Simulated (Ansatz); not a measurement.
# HNSi: the cost of one run

Method: def2-QZVPP, core rule «outside noble gas», up to 6 orbitals frozen; program: Ansatz 0.2.0, Gaussian basis.

The runs, in order: UHF; ROHF; CCSD(T) on UHF.

2 further runs of the same task are left out: 2 set aside as unsound or not needed.

## (1) What is computed

The geometry is a PBE0/def2-TZVP stationary point (not a proven minimum) of the parent state, kept for this charge and spin.

3 atoms, charge 1, spin multiplicity 4.

Atoms are counted from 1 here; the program's logs count them from 0.

Bond lengths: Si1–N2 1.701 Å, N2–H3 1.020 Å. Angles: Si1–N2–H3 125.4°.

Geometry (Å):

```xyz
3
HNSi
Si    0.00000    0.03295    0.60587
N     0.00000   -0.11379   -1.08895
H     0.00000    0.66309   -1.74958
```

## (2) UHF

Input file in.yaml:

```yaml
crystal:
  periodic: [false, false, false]
  atoms:
    - {symbol: Si, position_ang: [0.000000, 0.032951, 0.605869]}
    - {symbol: N, position_ang: [0.000000, -0.113788, -1.088955]}
    - {symbol: H, position_ang: [0.000000, 0.663088, -1.749585]}
basis:
  gaussian: {orbitals: "def2-QZVPP.json"}
total_charge: 1
magnetization: {spin_polarized: true, initial_magnetization: 3}
hamiltonian: {xc: hf}
output: {orbitals: {seedname: orbitals}}
```

Launch:

```
$ ansatz run in.yaml --threads 1 --pin off --events-out ev --progress --plain --max-ram 3968MiB --backend cpu
```

Q: Estimate wall time and peak memory on 1 thread of AMD EPYC 7R13, shared host.

About 17 s, with a peak of 0.33 GiB.
